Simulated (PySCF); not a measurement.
Homolysis of single bonds, series B SH-H. Isolated molecules, 0 K electronic values unless said otherwise. One relaxed conformer stands for each flexible species; it need not be the lowest. Strings in code marks are SMILES.

The dipole moment from two functionals at the same geometries (PBE0-D4/def2-TZVP), both in PySCF: PBE-D3(BJ)/def2-TZVP and B3LYP-D3(BJ)/def2-TZVP. B3LYP has the VWN-RPA correlation part, as in Gaussian. 

```
species                     B3LYP-D3(BJ)/def2-TZVP (D)
--------------------------  --------------------------
radical fragment (`[SH]`)                         0.86
radical fragment (`[BH2]`)                        0.49
whole molecule (`B`)                              0.00
```

What does PBE-D3(BJ)/def2-TZVP give for each?


- radical fragment (`[SH]`): 0.87
- radical fragment (`[BH2]`): 0.51
- whole molecule (`B`): 0.00
Over these rows, drawn at random from the members with no instability flagged (it was tested for open shells, ions and some series alone), PBE minus B3LYP-D3(BJ): mean +0.01 D, from 0.00 D to +0.02 D.
